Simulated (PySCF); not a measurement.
Which level of theory gave which numbers?

BFH₄Si.
Bonds: F1–B2, B2–Si3. Hydrogens: H4 on B2; H5, H6, H7 on Si3.

The closed-shell ground state was solved 3 times with PySCF (density fitting, gas phase), always with PBE0, in these basis sets: 6-31G*, STO-3G and cc-pVTZ. Isolated species at its PBE0-D3(BJ)/def2-SVP geometry, gas phase.

```json
{"row": "P", "total energy (Eh)": "-416.3241", "HOMO (eV)": "-8.01", "LUMO (eV)": "-1.39", "dipole (D)": "0.34"}
{"row": "Q", "total energy (Eh)": "-416.4080", "HOMO (eV)": "-8.19", "LUMO (eV)": "-1.73", "dipole (D)": "0.49"}
{"row": "R", "total energy (Eh)": "-411.2682", "HOMO (eV)": "-5.32", "LUMO (eV)": "2.31", "dipole (D)": "0.47"}
```

**Question.** Which basis belongs to which row?

**Answer.** P = 6-31G*, Q = cc-pVTZ, R = STO-3G. From the lowest total energy up: cc-pVTZ (150 functions) 0 eV; 6-31G* (54 functions) +2.28 eV; STO-3G (23 functions) +139.86 eV.
